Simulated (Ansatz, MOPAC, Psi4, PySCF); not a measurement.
Molecule: SiH3, net charge 0, doublet state. SMILES: [SiH3]
Structure (B3LYP-D3(BJ)/def2-TZVP (Ansatz, a first-principles code) minimum search):
```xyz
4

Si    -0.0021     0.0010     0.0803
H      0.0008     1.4066    -0.3921
H      1.2360    -0.7020    -0.3341
H     -1.2075    -0.7183    -0.3975
```
Charge 0, spin multiplicity 2.

Wanted: enthalpy of formation at 298 K, in kcal/mol. Conventions: dispersion terms only where a functional's name holds one; 6-31G* and kin with 6d, 5d where marked; frozen cores in correlated levels; 6-311+G** with 5d, 6d on Na to Ar in Ansatz; non-relativistic; UHF or UKS for open shells; spin-orbit terms left out. CBS marks a two-point X^-3 extrapolation of the correlation energy; Hartree-Fock from the larger set. Ab initio and DFT rows: single points at B3LYP-D3(BJ) geometries (Ansatz), with unscaled harmonic terms from B3LYP/6-31G* at its own minima, enthalpies of formation by atomisation with measured atoms. Semi-empirical rows: MOPAC heats of formation at their own minima for 298 K.

Measured values: G2/97 table in ASE (Curtiss et al.); they hold spin-orbit and core effects, anharmonicity. 

Value to compare with, the measured value: 47.9 kcal/mol.

| level | program | enthalpy of formation at 298 K (kcal/mol) | error |
|---|---|---|---|
| PM3 | MOPAC | 42.1 | -5.8 |
| PM6 | MOPAC | 48.3 | 0.4 |
| HF/6-31G* | Ansatz | 98.1 | 50.2 |
| HF/6-311+G** | Ansatz | 96.4 | 48.5 |
| SVWN5/6-31G* | Ansatz | 28.1 | -19.8 |
| PBE/STO-3G | Ansatz | -44.6 | -92.5 |
| BP86/def2-SVP | PySCF | 43.6 | -4.3 |
| BP86/6-31G* (5d) | PySCF | 43.5 | -4.4 |
| B3LYP/3-21G | Ansatz | 57.9 | 10.0 |
| B3LYP/6-31G* | Ansatz | 47.9 | 0.0 |
| B3LYP/def2-SVP | Ansatz | 47.0 | -0.9 |
| B3LYP/6-311+G** | Ansatz | 47.3 | -0.6 |
| wB97X-D/6-31G* | Psi4 | 47.7 | -0.2 |
| wB97X-D/6-311+G** | Psi4 | 47.8 | -0.1 |
| B2PLYP-D3(BJ)/def2-TZVPD | Ansatz + dftd3 | 48.3 | 0.4 |
| CCSD(T)/CBS(def2-TZVPPD,def2-QZVPPD) | Ansatz | 45.1 | -2.8 |

Among the 14 habitual levels, PBE/STO-3G lies farthest from the measured value (-92.5 kcal/mol); 4 of 14 lie above it, and their mean absolute error is 17.0 kcal/mol, the median 4.3. One case shows no general order.

The levels are drawn from those run, B3LYP/6-31G* more often than the rest, none by its result; runs whose electronic state is in doubt are left out.
